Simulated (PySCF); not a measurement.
# Static response to an electric field

Compound: C3H3N.
Numbering: `[CH2:1]=[CH:2][C:3]#[N:4]` (hydrogens: H5, H6 on C1; H7 on C2)

Structure used (GFN2-xTB), in Å, numbered top down from 1:
```
atom  x, y, z in Å
C1    -0.162    0.873   -0.558
C2     0.462   -0.152    0.011
C3    -0.215   -1.117    0.786
N4    -0.756   -1.907    1.417
H5    -1.226    1.013   -0.452
H6     0.371    1.601   -1.145
H7     1.530   -0.306   -0.085
```

Level: CAM-B3LYP/def2-SVPD (PySCF), static field, nuclei fixed, core orbitals frozen in the response. The polarisability tensor in these axes (au):

```
x    35.13   1.65  -2.61
y     1.65  49.17 -15.07
z    -2.61 -15.07  37.72
```

Problem. Diagonalise the tensor; give its mean and Δα, where Δα² is half the sum of the squared differences of the eigenvalues.

Solution. Principal values 27.14, 35.00 and 59.89 au; mean 40.68 au = 6.03 Å³ = 6.71 × 10⁻⁴⁰ C²·m²/J; Δα = 29.62 au (73 % of the mean).

Problem. What is the dipole moment, and where does it point?

Solution. (1.55, 2.97, -2.28) D, 4.05 D in size, pointing from the negative to the positive side. Measured along this direction, the outermost atoms are N4 at the negative end and H6 at the positive end.

Problem. In TDDFT the mean static polarisability is Σ f/ω² over all singlet excitations (ω in hartree). How much of it do the 8 lowest give? Their energies (eV) and oscillator strengths: 6.48, 0.3234; 6.52, 0.0000; 7.20, 0.0045; 7.77, 0.0101; 8.15, 0.0110; 8.41, 0.0039; 8.42, 0.1853; 8.75, 0.0016.

Solution. They add up to 8.00 au, 19.7 % of the 40.68 au; the largest single term is 5.69 au, from the state at 6.48 eV. Terms in order: 5.69, 0.00, 0.06, 0.12, 0.12, 0.04, 1.94, 0.02 au. Higher excitations give the rest. The strengths listed sum to 0.540.

Problem. Give the principal axes and the span of the nuclei along them.

Solution. Largest value along (0.11, 0.82, -0.57), where the nuclei span 4.44 Å; middle along (0.98, -0.18, -0.06), 2.92 Å; least along (0.15, 0.55, 0.82), 0.00 Å. The response follows the extents in order.

Problem. What would n − 1 = 2πNα be for an ideal gas of these molecules at 298.15 K and 1 atm, electronic part alone?

Solution. N = p/kT = 2.4615 × 10¹⁹ cm⁻³, so n − 1 = 2π × N × 6.03 × 10⁻²⁴ cm³ = 932 × 10⁻⁶ at long wavelengths, for an ideal gas.

Isolated species at its GFN2-xTB geometry, gas phase.
